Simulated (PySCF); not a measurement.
# S2F4: a ladder of methods

How much do the numbers for S2F4 (singlet) hang on the method? All levels run at one geometry, the PBE0 minimum.

Method: several methods, basis S def2-SVP, F def2-SVP, no relativity, density fitting; program: PySCF 2.14.0.

## Step 1: The starting structure

6 atoms, charge 0, spin multiplicity 1.

Bond lengths: S1–S2 1.892 Å, S1–F3 1.624 Å, S1–F4 1.624 Å, S1–F5 1.589 Å, S1–F6 1.589 Å. Angles: S2–S1–F3 96.8°, S2–S1–F4 96.8°, S2–S1–F5 127.8°, S2–S1–F6 127.8°, F3–S1–F4 166.5°, F3–S1–F5 85.9°, F3–S1–F6 85.9°, F4–S1–F5 85.9°, F4–S1–F6 85.9°, F5–S1–F6 104.4°.

Z-matrix (Å, degrees; charge 0 multiplicity 1):
```
S
S  1 1.8919
F  1 1.6236 2 96.75
F  1 1.6236 2 96.75 3 -180.00
F  1 1.5886 2 127.80 3 90.00
F  1 1.5886 2 127.80 3 -90.00
```

## Step 2: PBE0

The steps are one call of a driver around PySCF; scf.py gives each level's set-up. Each SCF starts from the density of the minimum. The driver also runs the species with one electron less or more at the same geometry (one less: multiplicity 2, one more: multiplicity 2); their logs are not shown.

scf.py

```python
from pyscf import gto, scf, dft
mol = gto.M(atom='''
S      0.058005     0.100463    -0.000000
S     -0.887960    -1.537930     0.000000
F      0.153468     0.265804     1.612351
F      0.153468     0.265804    -1.612351
F      1.631957     0.315964     0.000000
F     -0.542290     1.571318    -0.000000''',
    basis={'S': 'def2-SVP', 'F': 'def2-SVP'},
    charge=0, spin=0)
mf = dft.RKS(mol, xc='PBE0')
mf.grids.atom_grid = (75, 302)
aux = {'S': 'def2-universal-JKFIT', 'F': 'def2-universal-JKFIT'}
mf = mf.density_fit(auxbasis=aux)
mf.kernel()
```

Log:

```text
init E= -1194.39440218728
  HOMO = -0.298202518842842  LUMO = -0.0833540789162894  gap/eV = 5.84632
cycle= 1 E= -1194.39440218727  delta_E= 3.41e-12  |g|= 7.6e-08  |ddm|= 1.41e-07
  HOMO = -0.298202517405196  LUMO = -0.0833540941214164  gap/eV = 5.84632
Extra cycle  E= -1194.39440218727  delta_E= 2.5e-12  |g|= 1.23e-07  |ddm|= 2.26e-07
converged SCF energy = -1194.39440218727
```

This level, with the species of one electron less or more, ran for 9 s (2 threads, shared host).

* energy: -1194.394402 Eh
* one electron less (charge +1): -1194.001918 Eh (doublet, ⟨S²⟩ 0.75)
* one electron more (charge -1): -1194.388515 Eh (doublet, ⟨S²⟩ 0.75)
* Mulliken charge of S1: +1.23 e

## Step 3: HF

Edit scf.py of step 2 so:

```diff
@@ -11,2 +11 @@
-mf = dft.RKS(mol, xc='PBE0')
-mf.grids.atom_grid = (75, 302)
+mf = scf.RHF(mol)
```

Log:

```text
init E= -1191.98826522204
  HOMO = -0.402004593613325  LUMO = 0.0961322055347636  gap/eV = 13.55499
cycle= 1 E= -1192.02221571673  delta_E= -0.034  |g|= 0.132  |ddm|= 0.458
  HOMO = -0.42073313529457  LUMO = 0.062779710551664  gap/eV = 13.15705
cycle= 2 E= -1192.02507060125  delta_E= -0.00285  |g|= 0.0719  |ddm|= 0.168
  HOMO = -0.419807986610956  LUMO = 0.0764722077029505  gap/eV = 13.50447
cycle= 3 E= -1192.02626227376  delta_E= -0.00119  |g|= 0.0174  |ddm|= 0.0776
  HOMO = -0.418310430273404  LUMO = 0.0771763418799947  gap/eV = 13.48288
cycle= 4 E= -1192.02638592028  delta_E= -0.000124  |g|= 0.00327  |ddm|= 0.0293
  HOMO = -0.418681955096372  LUMO = 0.0768897578708342  gap/eV = 13.48519
cycle= 5 E= -1192.02639384022  delta_E= -7.92e-06  |g|= 0.00112  |ddm|= 0.00851
  HOMO = -0.418583870536855  LUMO = 0.0770601408773124  gap/eV = 13.48716
cycle= 6 E= -1192.0263950267  delta_E= -1.19e-06  |g|= 0.000485  |ddm|= 0.00383
  HOMO = -0.418488817602024  LUMO = 0.0770604578461117  gap/eV = 13.48458
cycle= 7 E= -1192.02639518733  delta_E= -1.61e-07  |g|= 0.000156  |ddm|= 0.00146
  HOMO = -0.418503318680185  LUMO = 0.0770479916914631  gap/eV = 13.48464
cycle= 8 E= -1192.02639521462  delta_E= -2.73e-08  |g|= 5.58e-05  |ddm|= 0.000626
  HOMO = -0.418502593995847  LUMO = 0.077048714367673  gap/eV = 13.48464
cycle= 9 E= -1192.02639521707  delta_E= -2.45e-09  |g|= 2.32e-05  |ddm|= 0.000166
  HOMO = -0.418498544248488  LUMO = 0.077047755475879  gap/eV = 13.48450
Extra cycle  E= -1192.02639521731  delta_E= -2.46e-10  |g|= 1.32e-05  |ddm|= 4.54e-05
converged SCF energy = -1192.02639521731
```

This level, with the species of one electron less or more, took 3.9 s.

```
energy                        : -1192.026395 Eh
one electron less (charge +1) : -1191.660300 Eh (doublet, ⟨S²⟩ 0.76)
one electron more (charge -1) : -1191.985528 Eh (doublet, ⟨S²⟩ 0.78)
Mulliken charge of S1         : +1.66 e
```

## Step 4: PBE

Edit scf.py of step 3 so:

```diff
@@ -11 +11,2 @@
-mf = scf.RHF(mol)
+mf = dft.RKS(mol, xc='PBE')
+mf.grids.atom_grid = (75, 302)
```

Log:

```text
init E= -1194.34929984926
  HOMO = -0.246720041893283  LUMO = -0.126696937404202  gap/eV = 3.26600
cycle= 1 E= -1194.35167492525  delta_E= -0.00238  |g|= 0.107  |ddm|= 0.267
  HOMO = -0.238938031014965  LUMO = -0.10904208203221  gap/eV = 3.53465
cycle= 2 E= -1194.3445287349  delta_E= 0.00715  |g|= 0.215  |ddm|= 0.275
  HOMO = -0.239686793876819  LUMO = -0.117498102664681  gap/eV = 3.32492
cycle= 3 E= -1194.35383505278  delta_E= -0.00931  |g|= 0.0208  |ddm|=  0.2
  HOMO = -0.242377882746898  LUMO = -0.118067065215959  gap/eV = 3.38267
cycle= 4 E= -1194.35395785701  delta_E= -0.000123  |g|= 0.0122  |ddm|= 0.0473
  HOMO = -0.242107983293454  LUMO = -0.118777684690691  gap/eV = 3.35599
cycle= 5 E= -1194.35399439901  delta_E= -3.65e-05  |g|= 0.00103  |ddm|= 0.0144
  HOMO = -0.242116596509204  LUMO = -0.11873896694225  gap/eV = 3.35728
cycle= 6 E= -1194.35399442402  delta_E= -2.5e-08  |g|= 0.00103  |ddm|= 0.00173
  HOMO = -0.242108841841983  LUMO = -0.118730821993315  gap/eV = 3.35729
cycle= 7 E= -1194.35399461662  delta_E= -1.93e-07  |g|= 4.21e-05  |ddm|= 0.000815
  HOMO = -0.242105778474565  LUMO = -0.118729900612088  gap/eV = 3.35723
cycle= 8 E= -1194.35399461701  delta_E= -3.89e-10  |g|= 6.06e-06  |ddm|= 4.88e-05
  HOMO = -0.242106358707531  LUMO = -0.118729366855274  gap/eV = 3.35726
Extra cycle  E= -1194.35399461698  delta_E= 2.3e-11  |g|= 1.13e-05  |ddm|= 2.04e-05
converged SCF energy = -1194.35399461698
```

This level, with the species of one electron less or more, took 27 s.

- energy: -1194.353995 Eh
- one electron less (charge +1): -1193.973692 Eh (doublet, ⟨S²⟩ 0.75)
- one electron more (charge -1): -1194.343291 Eh (doublet, ⟨S²⟩ 0.75)
- Mulliken charge of S1: +1.08 e

## Step 5: The ladder

| level | atomisation energy (kJ/mol) | vertical ionisation energy (eV) | vertical electron affinity (eV) | −ε(HOMO) (eV) | gap (eV) | dipole (D) | wall time |
| --- | --- | --- | --- | --- | --- | --- | --- |
| PBE0 | 1372 | 10.68 | -0.16 | 8.11 | 5.85 | 0.24 | 9 s |
| HF | 414 | 9.96 | -1.11 | 11.39 | 13.48 | 0.44 | 3.9 s |
| PBE | 1559 | 10.35 | -0.29 | 6.59 | 3.36 | 0.06 | 27 s |

Times are for 2 threads, shared host; PBE0 starts from its own converged density, so its time is not comparable. A dash stands where a species or a free atom was not run at that level, or the quantity is not defined.

Atomisation goes to high-spin atoms in their ground configurations, run at the same level, without zero-point energy.

## Step 6: Summary of results

| quantity | value |
| --- | --- |
| atomisation energy, range | 414 (HF) to 1559 (PBE) kJ/mol |
| vertical ionisation energy, range | 9.96 (HF) to 10.68 (PBE0) eV |
| vertical electron affinity | negative in this basis |
| orbital gap, range | 3.36 (PBE) to 13.48 (HF) eV |

**Reading.** The atomisation energy spreads over 1145 kJ/mol, from HF to PBE; without a CCSD(T) value for it there is no yardstick here. A negative electron affinity (at every level) reflects the basis more than the molecule, so no ranking is made on it; without diffuse functions even a bound anion can come out this way.
